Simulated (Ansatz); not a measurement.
System: hcp Co. Method: PBE-D3(BJ) (Ansatz, a program for electronic structure, plane waves, PAW).

Numerical settings: plane-wave cutoff 520 eV, 24×24×14 k mesh (along the axes of the cell as run), Fermi–Dirac smearing 0.05 eV, spin-polarised with parallel moments, scalar-relativistic PAW data made under PBE.

Equation-of-state points:

```
V (Å³/atom)  E − E_lowest (meV/atom)  P (GPa)
-----------  -----------------------  -------
10.126                         12.99    10.25
10.337                          3.12     4.84
10.548                          0.00    -0.02
10.759                          2.95    -4.39
10.970                         11.38    -8.33
```

Estimate the bulk modulus and its pressure derivative from these points.

V0 = 10.548 Å³/atom, B0 = 231 GPa, B′ = 4.2 (fit to the energies at full precision).

Shape and atoms are relaxed at each volume.

Measured, for comparison: bulk modulus 193 GPa (zero-point energy and finite temperature contributions removed, our sources range from 193 to 198; as tabulated in doi:10.1021/acs.jctc.3c00612). Computed (rounded) less measured: bulk modulus +20 % (+17 % to +20 % over the range).

Note: the bulk modulus comes from volumes at which shape and atoms were relaxed.

The computed numbers hold no vibrational or temperature effects.
